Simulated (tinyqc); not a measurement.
A ladder of methods, and size consistency: correlation methods against full CI in the sto-6g basis, for H2O, spin multiplicity 1. Computed by the program tinyqc with PySCF. 

Geometry (angstrom):
```
atom       x        y       z
O     0.0000   0.0000  0.0000
H     0.0000   0.7800  0.6640
H     0.0000  -0.7800  0.6640
```

RHF energy of one = -75.678305 hartree

All electrons correlated; +Q is the Davidson correction (1 - c0^2) E_corr. The last columns treat two copies 100 angstrom apart as one system. FCI is the lowest singlet.

Correlation energies (hartree):
```
method   E_corr of one  share of FCI (%)  E_corr of two at 100 angstrom  two minus twice one (mhartree)
MP2          -0.042656           70.8515                      -0.085311                          0.0000
CISD         -0.059073           98.1203                      -0.114363                          3.7829
CISD+Q       -0.061096          101.4806                      -0.121445                          0.7469
CCSD         -0.060055           99.7519                      -0.120110                          0.0000
CCSD(T)      -0.060128           99.8735                      -0.120257                          0.0000
FCI          -0.060204          100.0000                              -                               -
```

MP2 recovers 71 %, CISD 98.1 % and CCSD 99.8 % of the FCI value (c0^2 = 0.966 in CISD). MP2 and coupled cluster are size consistent, so their last column vanishes; CISD loses 3.78 mhartree, since a double excitation on each copy is a quadruple of the pair, and the Davidson correction leaves +0.75.
